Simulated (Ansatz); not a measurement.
System: α-phase Ga. Method: r²SCAN in Ansatz (plane waves, PAW).

Numerical settings: plane-wave cutoff 600 eV, 14×14×12 k mesh (along the axes of the cell as run), Fermi–Dirac smearing 0.05 eV, scalar-relativistic PAW data made under PBE.

Starting structure:

```yaml
crystal:
  lattice:
    - [2.26000, -3.83000, 0.00000]
    - [2.26000, 3.83000, 0.00000]
    - [0.00000, 0.00000, 4.53000]
  atoms:
    - { symbol: Ga, position: [0.15490, 0.84510, 0.91900] }
    - { symbol: Ga, position: [0.34510, 0.65490, 0.41900] }
    - { symbol: Ga, position: [0.65490, 0.34510, 0.58100] }
    - { symbol: Ga, position: [0.84510, 0.15490, 0.08100] }
```

Task: Into what structure does the relaxation of cell and atoms lead at this level, with the symmetry of the start kept?

Result: The volume drops by 2.1 %; final space group Cmce.
```yaml
crystal:
  lattice:
    - [2.23438, -3.79834, 0.00000]
    - [2.23438, 3.79834, 0.00000]
    - [0.00000, 0.00000, 4.52339]
  atoms:
    - { symbol: Ga, position: [0.15587, 0.84413, 0.91505] }
    - { symbol: Ga, position: [0.34413, 0.65587, 0.41505] }
    - { symbol: Ga, position: [0.65587, 0.34413, 0.58495] }
    - { symbol: Ga, position: [0.84413, 0.15587, 0.08495] }
```

Ansatz is a quantum-chemistry and plane-wave program.
